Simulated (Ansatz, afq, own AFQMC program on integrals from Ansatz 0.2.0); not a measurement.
Integrals from Ansatz 0.2.0, then the random walk in our own AFQMC program (afq).

```yaml
crystal:
  periodic: [false, false, false]
  atoms:
    - {symbol: Ta, position_ang: [0.000000, 0.000000, 0.000000]}
    - {symbol: Cl, position_ang: [0.000000, 0.000000, 2.875200]}
basis:
  gaussian: {orbitals: def2-SVP}
magnetization: {spin_polarized: true, initial_magnetization: 6}
correlation: {method: ccsd_t, electrons: outside_noble_gas, hamiltonian_folder: ham}
```

```sh
$ ansatz run in.yaml --threads 1 --pin off --events-out ev --progress --plain --max-ram 1382MiB
```

Options of the walk:

```
--method phaseless --trial cisd --walkers 60 --populations 1 --least-time 40 --time-step 0.005 --steps-per-block 50 --equilibration-blocks 40 --max-blocks 300 --target-error 0.00042 --factor-cut 1e-05 --start spin_pure --seed 6435 --release-times 0.24,0.51,0.99,1.62,2.4 --release-step 0.03 --release-every 4 --taylor-order 6
```

Times are imaginary, in 1/Eh. The walk had a cap of 1773 s. Core potentials past Kr, no spin–orbit coupling.

```
orbitals 41  electrons 9 3  factors 314 of 475
reference energy -515.59198560 Eh
CCSD correlation -0.17642025 Eh in 19 cycles, weight of the determinant in the CISD state 0.9176
energy of the start -515.768303 Eh
 block  time / (1/Eh)  mean weight  energy / Eh
     1     0.250  0.9989  -515.766348
     2     0.500  0.9991  -515.766942
     3     0.750  0.9992  -515.767931
     4     1.000  1.0004  -515.770465
     5     1.250  1.0013  -515.770734
     9     2.250  1.0008  -515.770932
    21     5.250  1.0000  -515.768380
    41    10.250  1.0004  -515.770358
    61    15.250  0.9995  -515.767221
    81    20.250  1.0010  -515.770189
   101    25.250  0.9994  -515.772264
   121    30.250  1.0015  -515.770993
   141    35.250  1.0024  -515.768968
   146    36.500  0.9998  -515.774464
   161    40.250  0.9979  -515.767726
   181    45.250  0.9976  -515.773238
   196    49.000  1.0004  -515.768184
blocks merged  error / Eh  count
     1  0.000159  160
     2  0.000189  80
     4  0.000228  40
     8  0.000262  20
    16  0.000265  10
released: time / (1/Eh)  energy / Eh  error  mean overlap
  0.24  -515.770771  0.000327  1.0044
  0.51  -515.771164  0.000296  0.9921
  0.99  -515.770934  0.000309  1.0079
  1.62  -515.771510  0.000361  1.0115
  2.40  -515.771055  0.000523  1.0039
energy -515.770371 +/- 0.000262 Eh
(rows thinned)
```

(1) Estimate how long the walk took on 1 thread of Arm Neoverse V1 (shared host).

The run passed its tests (sampling time, drift between the halves within three errors, error under three times the target), which doesn't prove that it has relaxed. The second half of the sampling lies above the first by 2.1 errors of their difference, so the energy may still be moving and its error bar be too small.

Against this walk (error 7.1 meV) on the same determinant: CCSD(T) 8.6 meV lower (within the noise), CCSDT(Q) 28.5 meV lower. The error is statistical and leaves out the bias of the constraint. Released to 2.40 1/Eh the energy moves by -19 ± 16 meV (both errors), within twice the noise. CCSDT(Q) is the surest value here, so the walk's 28 meV above it is most likely the bias of the constraint with this trial, which can have either sign.

Cautions: constraint bias not in the error; no spin-orbit coupling; outer-core shells of the metal frozen; another spin lies lower.

## Answers

(1) 6.9 min of wall time.

CCSDT and higher add their correlation energy to the determinant of the CCSD(T) run, since their own runs factorise the integrals more tightly (a shift of under 2 meV). A walk keeps the symmetry of its determinant, which the program's search chose and which needn't be the lowest solution, so a lower state of the same spin and another symmetry isn't excluded.
